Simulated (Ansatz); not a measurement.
Born–Oppenheimer molecular dynamics of ClH5Si (7 atoms, charge 0, multiplicity 1). It starts at the highest image of a converged band. Of that band: A vibrational analysis at the climbing image gives 2 clearly imaginary modes (977i, 140i cm⁻¹): a point of higher order. A lower path may pass nearby, or the ends, which weren't checked, may share the extra mode.

Theory: Ansatz 0.2.0, RKS revPBE-D4/def2-SVP.

```json
{
 "ensemble": "NVE (velocity Verlet)",
 "time step": "0.5 fs",
 "steps asked": "200",
 "starting velocities drawn for": "100 K",
 "seed": "9806"
}
```

First frame:

```xyz
7
Properties=species:S:1:pos:R:3
Si -0.199 0.000 -0.075
Cl -0.037 0.000 2.524
H 1.296 0.000 0.075
H -0.571 1.260 -0.806
H -0.571 -1.260 -0.806
H -1.750 0.000 0.647
H -1.273 0.000 1.524
```

(1) How far do the bonds stretch over the last three quarters of this one trajectory? (Pairs bonded in most of those frames.)

Results:

(1) 
| bond | mean (Å) | spread (Å) | shortest | longest |
| --- | --- | --- | --- | --- |
| Si1–Cl2 | 2.256 | 0.261 | 1.82 | 2.57 |
| Si1–H3 | 1.506 | 0.012 | 1.48 | 1.53 |
| Si1–H4 | 1.503 | 0.017 | 1.48 | 1.53 |
| Si1–H5 | 1.502 | 0.004 | 1.50 | 1.51 |
| H6–H7 | 0.767 | 0.019 | 0.74 | 0.80 |

Mean temperature of the second half: 2118 K. The conserved energy stayed within 0.13 meV per atom of its start (net change 0.03 meV per atom), so the integration is sound. The kinetic energy rose, since the run started high on the potential surface and went downhill. It ends in pieces (ClH3Si + H2), so much of that is their flight and rotation, not heat. A run of 0.1 ps of so small a system gives no equilibrium averages. The orbitals stay closed-shell, which can raise the energy where a bond breaks towards radicals; this wasn't checked here.

The run took 3.7 min on 1 thread of Arm Neoverse V1 (shared host), peak memory 0.086 GiB.
